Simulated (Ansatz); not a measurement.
# CP (quartet): from Hartree-Fock to the top rungs, def2-QZVPP

An exercise on one series of results from a longer session: the logs are not shown, and one member is left open.

Method: def2-QZVPP, core rule «outside noble gas», up to 6 orbitals frozen; program: Ansatz 0.2.0, Gaussian basis.

Plan: UHF; ROHF; CCSD(T) on UHF.

2 further runs of the same task are left out: 2 set aside as unsound or not needed.

## The geometry

The geometry is a PBE0/def2-TZVP stationary point (not a proven minimum) of the parent state, kept for this charge and spin.

2 atoms, charge 0, spin multiplicity 4.

Atoms are counted from 1 here; the program's logs count them from 0.

Bond lengths: C1–P2 1.550 Å.

The first run:

in.yaml

```yaml
crystal:
  periodic: [false, false, false]
  atoms:
    - {symbol: C, position_ang: [0.000000, 0.000000, 0.000000]}
    - {symbol: P, position_ang: [0.000000, 0.000000, 1.549700]}
basis:
  gaussian: {orbitals: "def2-QZVPP.json"}
magnetization: {spin_polarized: true, initial_magnetization: 3}
hamiltonian: {xc: hf}
output: {orbitals: {seedname: orbitals}}
```

Launch:

```console
> ansatz run in.yaml --threads 1 --pin off --events-out ev --progress --plain --max-ram 2393MiB
```

Among the steps run: UHF; ROHF; CCSD(T) on UHF.

One table of the session follows, with a row left open; its other results are not shown here.

| method | from UCCSD(T) (kJ/mol) |
| --- | --- |
| ROHF | ? |
| UHF | +663.8 |
| UMP2 | +145.9 |
| UCCSD | +39.3 |
| UCCSD(T) | 0 |

Estimate the missing values for ROHF.

**Answer.** from UCCSD(T) (kJ/mol): +712.0. In the column «from UCCSD(T) (kJ/mol)» it is the highest.

The program flags UCCSD(T) as in doubt (see the logs), so the zero of the table is itself unsure.

Limits of these values: The program flags UCCSD(T) as in doubt, so the zero of the table is itself unsure.
